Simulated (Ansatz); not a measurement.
Mulliken charges of C2H2F, SMILES `C=[C]F` radical from ωB97M-V/def2-TZVPP in Ansatz (PBE0-D4/def2-TZVP geometry).

```tsv
atom	x (Å)	y (Å)	z (Å)	charge (e)
C1	0.488	-0.200	0.008	-0.211
C2	-0.593	0.394	0.447	0.116
F3	-1.726	0.630	-0.149	-0.133
H4	0.535	-0.590	-1.005	0.112
H5	1.345	-0.306	0.658	0.115
```

Question: By hand: the dipole of these point charges (1 e Å = 4.8032 D).

Answer: Σ q r = (0.272, -0.097, 0.033) e Å, of length 0.291 e Å = 1.40 D.

Question: How does the dipole of the full density compare? (Estimate.)

Answer: The calculation gave: (0.172, -0.088, -0.053) e Å, 0.96 D; the point charges give 1.46 times that, at 23° from its direction.

Point charges leave out the atoms' own dipoles, such as those of lone pairs, and Mulliken's split depends on the basis, so the two needn't agree.
